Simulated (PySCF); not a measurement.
# Redox energetics: methylethyl

Molecule: methylethyl, `C[CH]C` (C3H7•, doublet). Atom numbers as in the mapped SMILES `[CH3:1][CH:2][CH3:3]`.

Energies: ωB97X-D3(BJ)/ma-def2-TZVP (PySCF, density fitting, integration grid level 2) on PBE0-D3(BJ)/ma-def2-SVP structures. Zero-point and thermal terms (298.15 K, 1 bar) come from unscaled PBE0-D3(BJ)/ma-def2-SVP harmonic frequencies, with soft modes damped to free rotors in the entropy.

Frontier levels of the parent: HOMO -7.69 eV, LUMO 1.01 eV.

Oxidation to the singlet cation:
```
Vertical ionisation energy (electronic)              : 7.70 eV
Adiabatic ionisation energy (with zero-point energy) : 7.38 eV
Adiabatic, electronic part                           : 7.38 eV
Vertical gap at the product's structure              : 6.93 eV
Inner reorganisation energy (four-point)             : 771 meV
Relaxation of product / of parent                    : 316 / 455 meV
Largest changes of atomic charge                     : C2 0.41, H (on C1) 0.12, H (on C3) 0.11, H (on C3) 0.09
Distances that move most (Å)                         : C2–C3 1.485 → 1.432; C1–C2 1.485 → 1.432; C3–H 1.100 → 1.125; C1–H 1.110 → 1.126
Potential in acetonitrile                            : 4.76 V absolute, 0.22 V against Fc+/Fc computed at 4.54 V (solvation -4 → -262 kJ/mol)
```

Vertical ionisation energy to the triplet cation: 12.27 eV. This state was not relaxed.

Reduction to the singlet anion:
- Vertical electron affinity (electronic): -0.78 eV
- Adiabatic electron affinity (with zero-point energy): -0.35 eV
- Adiabatic, electronic part: -0.41 eV
- Vertical gap at the product's structure: 0.05 eV
- Largest changes of atomic charge: C2 -0.55, H (on C3) -0.13, H (on C1) -0.13, H (on C2) -0.08
- Distances that move most (Å): C1–H 1.110 → 1.143; C3–H 1.110 → 1.143; C1–C2 1.485 → 1.505; C2–C3 1.485 → 1.505
- Potential in acetonitrile: 2.23 V absolute, -2.31 V against Fc+/Fc computed at 4.54 V (solvation -4 → -257 kJ/mol)

Vertical electron affinity to the triplet anion: -1.23 eV. The extra electron is not bound at this structure, the number hangs on the basis, and the ion was not relaxed.

Solvents are IEF-PCM continua (electrostatics only, gas-phase structures); absolute potentials refer to an electron at rest in vacuum. Fc+/Fc in acetonitrile, 4.54 V, is ωB97X-D3(BJ)/ma-def2-TZVP on PBE0-D3(BJ)/def2-SVP structures with GFN2-xTB thermal terms. Benchmark calculations put it near 5.0 V in acetonitrile and DMSO, so it is about 0.5 V low, and the value against it can read up to that much too high.

Measured values (NIST Chemistry WebBook, evaluated or the median of agreeing entries): vertical ionisation energy 7.67 eV (computed 7.70, difference 0.03); adiabatic ionisation energy 7.37 eV (computed 7.38, difference 0.01).

Note: the gas-phase singlet anion comes out unbound at this level, so its gas-phase values hang on the basis; a negative vertical affinity means that the electron isn't bound at that structure, so the value and what is derived from it hang on the basis.

Structures, frequencies and single points took 14 min of wall time on 1 thread of Arm Neoverse V1 (shared host), launched as `OMP_NUM_THREADS=1 python redox_run.py task.json out`.
